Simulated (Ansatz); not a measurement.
# Structure relaxation of CuH2

Theory: Ansatz, DFT PBE, scalar-relativistic, plane waves, PAW. Cutoff 420 eV, Γ-centred k mesh, Gaussian smearing, no spin polarisation in the final step.

The start puts CuH2 on the sites of a reported TbCd2 cell (P6/mmm, No. 191), with Cu in place of Tb, H in place of Cd, at a guessed volume.

```
Cu H
1.0
     3.35805    0.00000    0.00000
    -1.67903    2.90816    0.00000
     0.00000    0.00000    2.36193
Cu H
1 2
Direct
  0.00000 0.00000 0.00000
  0.33333 0.66667 0.50000
  0.66667 0.33333 0.50000
```

Cell and atoms relax at zero pressure; the relaxation can't lower the symmetry of the start. After a coarse first stage the cell is made exact in the group found at 0.06 Å.

Formation energies are uncorrected and refer to the elements' standard structures at the same level (H₂ as a molecule).

Task: What does it relax into?

Result: It keeps P6/mmm (No. 191). Conventional cell: a = 3.010 Å, c = 2.420 Å. Around Cu lie 12 H at 2.12 Å and 2 Cu at 2.42 Å; H has 3 H at 1.74 Å.

Space group P6/mmm (No. 191). a = 3.010 Å, b = 3.010 Å, c = 2.420 Å, α = 90.00°, β = 90.00°, γ = 120.00°
```tsv
atom	site	symmetry	x	y	z
Cu	1a	6/mmm	0.0000	0.0000	0.0000
H	2d	-6m2	0.3333	0.6667	0.5000
```

Task: What are its volume, energy, density and gap?

Result: The volume per atom is 6.33 Å³. The density is 5.73 g/cm³, the energy over the elements is 0.80 eV/atom and the gap on the 18×18×18 mesh is 0 eV (a metal).

The final run used a 18×18×18 mesh on its 3-atom cell and 0.10 eV smearing. The k mesh leaves about 4 meV/atom of noise in metals. Symmetry constrained the relaxation, so the result can be a saddle point.

Cost: 3 runs of about 0.48 core-minutes in all, on Arm Neoverse V2 (shared hosts).